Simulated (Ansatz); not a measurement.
**SiH₂O (triplet): the correlation ladder at a displaced geometry (v2), cc-pVDZ**

One table from this session's results is given with a row withheld; the runs are named, their logs left out.

The runs use Ansatz 0.2.0, Gaussian basis; cc-pVDZ, core rule «outside noble gas», up to 6 orbitals frozen.

The runs, in order: UHF; CCSD(T) on ROHF; CCSD(T) on UHF; BCCD(T) on ROHF; CISD; CCSDT(Q) on ROHF; CCSDT(Q) on UHF.

30 further runs of the same task are left out: 6 for a known fault of the program, 8 that didn't finish, 16 set aside as unsound or not needed.

## The system

The geometry is a PBE0/def2-TZVP stationary point (not a proven minimum) with its atoms shifted at random (size 0.100 Å).

4 atoms, charge 0, spin multiplicity 3.

Atoms are counted from 1 here; the program's logs count them from 0.

Bond lengths: Si1–O2 1.673 Å, Si1–H3 1.449 Å, Si1–H4 1.547 Å. Angles: O2–Si1–H3 114.4°, O2–Si1–H4 114.4°, H3–Si1–H4 130.4°.

Geometry (Å):

```xyz
4
charge 0, multiplicity 3
Si    0.05926   -0.00065    0.55042
O    -0.10561    0.00773   -1.11441
H    -0.02899    1.30725    1.16707
H     0.05412   -1.41191    1.18529
```

The first run:

Input file in.yaml:

```yaml
crystal:
  periodic: [false, false, false]
  atoms:
    - {symbol: Si, position_ang: [0.059262, -0.000646, 0.550422]}
    - {symbol: O, position_ang: [-0.105612, 0.007728, -1.114411]}
    - {symbol: H, position_ang: [-0.028992, 1.307250, 1.167072]}
    - {symbol: H, position_ang: [0.054117, -1.411912, 1.185286]}
basis:
  gaussian: {orbitals: cc-pVDZ}
magnetization: {spin_polarized: true, initial_magnetization: 2}
hamiltonian: {xc: hf}
output: {orbitals: {seedname: orbitals}}
```

Launch:

```bash
> ansatz run in.yaml --threads 1 --pin off --events-out ev --progress --plain --max-ram 2393MiB
```

Steps of the session up to this table: UHF; CCSD(T) on ROHF; CCSD(T) on UHF; BCCD(T) on ROHF; CISD; CCSDT(Q) on ROHF; CCSDT(Q) on UHF.

One table of the session follows, with a row left open; its other results are not shown here.

It belongs to the step «Misses and costs». 

| method | from UCCSDT(Q) (kJ/mol) |
| --- | --- |
| ROHF | +716.1 |
| UHF | +698.0 |
| RMP2 | +105.5 |
| UMP2 | +105.9 |
| CISD | +69.0 |
| RCCSD | +19.0 |
| UCCSD | +18.7 |
| RCCSD(T) | +4.1 |
| UCCSD(T) | +4.2 |
| BCCD(T) | +4.0 |
| RCCSDT | +1.4 |
| UCCSDT | +1.3 |
| RCCSDT(Q) | ? |
| UCCSDT(Q) | 0 |

**Question.** Estimate the row for RCCSDT(Q).

**Answer.** from UCCSDT(Q) (kJ/mol): +0.2. In the column «from UCCSDT(Q) (kJ/mol)» it lies between UCCSDT(Q) (0) and UCCSDT (+1.3).

Limits of these values: Restricted and unrestricted rows rest on different reference determinants; where their highest levels disagree by more than a few hundredths of an eV, they describe different states and don't form one ladder.
